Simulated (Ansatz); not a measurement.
# BClH3N: the cost of one run

Program: Ansatz 0.2.0. Level of theory: RKS PBE0-D4/def2-TZVP. These are calculated values, not measurements.

### Step 1. The starting structure

Bond lengths: B1–N3 1.750 Å, N3–H4 1.060 Å, N3–H5 1.060 Å, B1–Cl6 1.860 Å. Angles: B1–N3–H4 114.3°, B1–N3–H5 113.3°, H4–N3–H5 120.0°, N3–B1–Cl6 156.2°.

Coordinates:

```xyz
6

B     0.0000    0.0000    0.0000
H     0.6850    0.0000    1.2095
N     1.7396    0.0000    0.1903
H     2.2062   -0.9179   -0.0615
H     2.1910    0.9179   -0.0879
Cl   -1.6108    0.0000   -0.9300
```

### Step 2. A restrained relaxation towards end A

Springs on the bonds that form and break draw the guess towards this end; the thresholds are loose.

File input.yaml:

```yaml
crystal:
  periodic: [false, false, false]
  atoms:
    - { symbol: B, position_ang: [0.0, 0.0, 0.0] }
    - { symbol: H, position_ang: [0.685, 0.0, 1.2095] }
    - { symbol: "N", position_ang: [1.7396, 0.0, 0.1903] }
    - { symbol: H, position_ang: [2.2062, -0.9179, -0.0615] }
    - { symbol: H, position_ang: [2.191, 0.9179, -0.0879] }
    - { symbol: Cl, position_ang: [-1.6108, 0.0, -0.93] }
basis:
  gaussian: { orbitals: def2-TZVP }
hamiltonian:
  xc: pbe0
  dispersion: d4
relax:
  f_tol: 0.15
  max_steps: 25
  restrain:
    - { distance: [1, 2], at: 2.26, k: 30.0 }
    - { distance: [0, 1], at: 1.19, k: 30.0 }
    - { distance: [0, 2], at: 1.55, k: 30.0 }
```

Started as:

```sh
ansatz run input.yaml --threads 4 --pin off --max-ram 5120MiB --backend cpu --events-out ev --progress --plain --runs-dir out
```

What time and memory should one allow on 4 threads of Arm Neoverse V1, shared host?

About 11 s, with a peak of 0.18 GiB.
